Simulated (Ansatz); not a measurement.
System: C2H5, charge -1, multiplicity 1. It need not be the lowest isomer of its formula. Whether it binds its extra electron was not tested at this geometry. 
Geometry from a B3LYP-D3(BJ)/def2-TZVP (Ansatz, a program for electronic structure) optimisation:
```xyz
7

C      0.0034     0.1041     0.8446
C     -0.0032     0.0284    -0.6847
H     -0.8717    -0.4578     1.2295
H      0.8860    -0.4513     1.2217
H     -0.0018    -0.9800    -1.1931
H     -0.8824     0.5438    -1.1048
H      0.8685     0.5502    -1.1127
```
Charge -1, spin multiplicity 1.

Basis-set convergence of Hartree-Fock and CCSD correlation energies (hartree) with Ansatz. Cores are frozen in the correlated levels unless marked. No spin-orbit coupling. Non-relativistic.

| basis | functions | E(HF) | E(corr, CCSD) |
|---|---|---|---|
| def2-SVPD | 80 | -78.47466 | -0.35966 |
| def2-TZVPPD | 159 | … | … |

Problem. Fill in the missing entries.

Solution. 
- def2-TZVPPD, E(HF): -78.56174
- def2-TZVPPD, E(corr, CCSD): -0.41109
